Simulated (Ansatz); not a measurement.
# BSiH2 (quartet): the correlation ladder at distance Si1–B2 = 2.815 Å, cc-pVDZ

How much of the correlation energy of BSiH2 (quartet) does each wave-function method recover here?

The runs use Ansatz 0.2.0, Gaussian basis; cc-pVDZ, core rule «outside noble gas», up to 6 orbitals frozen.

To be run: UHF; CCSD(T) on ROHF; CCSD(T) on UHF; BCCD(T) on ROHF; CISD as a restricted active space (open shells left free, so some higher excitations enter); CCSDT(Q) on ROHF; CCSDT(Q) on UHF; CCSDTQ on ROHF; CASSCF and MRCISD+Q, 5 electrons in 5 orbitals; CASSCF and NEVPT2, 5 electrons in 5 orbitals; CASSCF and MRCISD+Q, 9 electrons in 10 orbitals; CASSCF and NEVPT2, 9 electrons in 10 orbitals.

## (1) What is computed

The geometry derives from a PBE0/def2-TZVP stationary point (not a proven minimum). One bond is set to the value named and the two fragments are kept rigid.

4 atoms, charge 0, spin multiplicity 4.

Atoms are counted from 1 here; the program's logs count them from 0.

Bond lengths: B2–H3 1.191 Å, B2–H4 1.191 Å. Angles: H3–B2–H4 129.2°.

## (2) UHF

The input, in.yaml:

```yaml
crystal:
  periodic: [false, false, false]
  atoms:
    - {symbol: Si, position_ang: [0.000000, 0.000000, 0.907742]}
    - {symbol: B, position_ang: [0.000000, 0.000000, -1.907258]}
    - {symbol: H, position_ang: [0.000000, -1.075954, -2.418309]}
    - {symbol: H, position_ang: [0.000000, 1.075954, -2.418309]}
basis:
  gaussian: {orbitals: cc-pVDZ}
magnetization: {spin_polarized: true, initial_magnetization: 3}
hamiltonian: {xc: hf}
output: {orbitals: {seedname: orbitals}}
```

Started as:

```bash
ansatz run in.yaml --threads 1 --pin off --events-out ev --progress --plain --max-ram 4096MiB --backend cpu
```

The runs that follow: CCSD(T) on ROHF; CCSD(T) on UHF; BCCD(T) on ROHF; CISD as a restricted active space (open shells left free, so some higher excitations enter); CCSDT(Q) on ROHF; CCSDT(Q) on UHF; CCSDTQ on ROHF; CASSCF and MRCISD+Q, 5 electrons in 5 orbitals; CASSCF and NEVPT2, 5 electrons in 5 orbitals; CASSCF and MRCISD+Q, 9 electrons in 10 orbitals; CASSCF and NEVPT2, 9 electrons in 10 orbitals.

Q: Predict the results of all the runs planned. Wanted: RCCSDTQ from the RHF energy; RMP2 from RCCSDTQ; UMP2 from RCCSDTQ; RCCSD from RCCSDTQ; RCCSD(T) from RCCSDTQ; UCCSD(T) from RCCSDTQ; RCCSDT(Q) from RCCSDTQ; UCCSDT(Q) from RCCSDTQ; NEVPT2 pair from RCCSDTQ.

The runs gave:

| quantity | value |
| --- | --- |
| RCCSDTQ from the ROHF energy | -4.6754 eV |
| RMP2 from RCCSDTQ | +1254.0 meV |
| UMP2 from RCCSDTQ | +1270.0 meV |
| RCCSD from RCCSDTQ | +186.2 meV |
| RCCSD(T) from RCCSDTQ | +63.7 meV |
| UCCSD(T) from RCCSDTQ | +66.1 meV |
| RCCSDT(Q) from RCCSDTQ | +1.5 meV |
| UCCSDT(Q) from RCCSDTQ | +0.6 meV |
| NEVPT2 pair from RCCSDTQ | +1106.7 meV |
| MRCISD+Q pair from RCCSDTQ | +60.6 meV |
| NEVPT2 valence from RCCSDTQ | +874.3 meV |
| levels within 1 kcal/mol (43 meV) | RCCSDT, UCCSDT, RCCSDT(Q), UCCSDT(Q), MRCISD+Q valence |
| T1 diagnostic | 0.041 |
| effectively unpaired electrons | 3.03 |

RCCSD(T) misses by +63.7 meV, 1.4 % of the correlation energy. The occupations are near whole numbers, but T1 = 0.041 shows that the orbitals relax strongly. Of the multireference levels listed MRCISD+Q valence comes nearest in total energy (+4.3 meV), which doesn't show that its space is the better one. These misses are within one basis, not against nature; the frozen cores of restricted and unrestricted runs differ, which can shift their rows.

With open shells the CI space here admits some higher excitations, so it is larger than plain CISD.
